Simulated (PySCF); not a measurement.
**Name the molecule from its bond curve**

A diatomic of charge 0 contains Si. Its singlet curve at PBE0 in a double-zeta basis (spin-free X2C with a Gaussian nucleus, PySCF), in eV from the separated fragments:

```csv
R (Å),E (eV)
1.680,-4.252
1.759,-5.213
1.837,-5.741
1.895,-5.926
1.954,-5.974
2.013,-5.916
2.091,-5.717
2.188,-5.333
2.306,-4.755
2.462,-3.898
```

The fit gives ωe = 756 cm⁻¹ and the rotational constant Bₑ = 0.2975 cm⁻¹.

Q: Which atom is the partner?

A: The minimum lies at 1.949 Å, so the reduced mass is 16.8576 u Å² cm⁻¹/(Bₑ·Re²) = 14.92 u. With Si at 27.98 u the partner weighs about 32.0 u: S. The molecule is SiS.
